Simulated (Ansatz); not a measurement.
# C3H3NO: how energies converge with the basis set

The task here is to estimate one member of a computed series from the others.

Computed with Ansatz 0.2.0, Gaussian basis. Level: one geometry, several basis sets.

Plan: PBE0-D4/def2-SVP; ωB97M-V/def2-SVP; PBE0-D4/def2-QZVPP; ωB97M-V/def2-QZVPP; the functionals' def2-TZVPP values are taken from earlier runs.

2 further runs of the same task are left out: 2 that didn't finish.

**The geometry**

The geometry comes from an earlier relaxation with PBE0-D4 in a triple-zeta def2 set; it is a stationary point, not always the lowest conformer.

SMILES `C1=COCN=1`, 8 atoms, charge 0, spin multiplicity 1.

Atoms are counted from 1 here; the program's logs count them from 0.

Bond lengths: C1–C2 1.469 Å, C1–N5 1.329 Å, C2–O3 1.280 Å, C2–H6 1.088 Å, O3–C4 1.472 Å, C4–N5 1.397 Å, C4–H7 1.094 Å, C4–H8 1.094 Å. Angles: C2–C1–N5 101.0°, C1–C2–O3 116.6°, C1–C2–H6 128.5°, O3–C2–H6 114.9°, C2–O3–C4 102.9°, O3–C4–N5 106.6°, O3–C4–H7 106.1°, O3–C4–H8 106.1°, N5–C4–H7 113.6°, N5–C4–H8 113.6°, H7–C4–H8 110.1°, C1–N5–C4 112.9°.

The first run:

The input, in.yaml:

```yaml
crystal:
  periodic: [false, false, false]
  atoms:
    - {symbol: C, position_ang: [-0.098051, 1.395725, -0.637732]}
    - {symbol: C, position_ang: [0.226900, 0.937733, 0.719163]}
    - {symbol: O, position_ang: [0.231098, -0.327687, 0.911954]}
    - {symbol: C, position_ang: [-0.120206, -0.863883, -0.412768]}
    - {symbol: N, position_ang: [-0.293427, 0.236122, -1.255848]}
    - {symbol: H, position_ang: [0.467880, 1.534824, 1.595811]}
    - {symbol: H, position_ang: [0.708414, -1.515609, -0.706292]}
    - {symbol: H, position_ang: [-1.030408, -1.454325, -0.269890]}
basis:
  gaussian: {orbitals: def2-SVP}
hamiltonian: {xc: pbe0, dispersion: d4}
output: {orbitals: {seedname: orbitals}}
```

Among the steps run: PBE0-D4 in def2-SVP; ωB97M-V in def2-SVP; PBE0-D4 in def2-QZVPP; ωB97M-V in def2-QZVPP.

One of the session's tables, all rows but one given; the rest of the session is left out.

It belongs to the step «Density functionals: the series». 

```
functional       basis  HOMO (eV)  LUMO (eV)
   PBE0-D4    def2-SVP      -5.28      -3.23
   PBE0-D4  def2-TZVPP          ?          ?
   PBE0-D4  def2-QZVPP      -5.66      -3.32
   ωB97M-V    def2-SVP      -7.60      -0.94
   ωB97M-V  def2-TZVPP      -7.97      -1.05
   ωB97M-V  def2-QZVPP      -8.03      -1.10
```

Q: Estimate the row for PBE0-D4, def2-TZVPP from the others.

As computed: HOMO (eV): -5.60; LUMO (eV): -3.28. In the column «HOMO (eV)» it lies between PBE0-D4, def2-QZVPP (-5.66) and PBE0-D4, def2-SVP (-5.28).
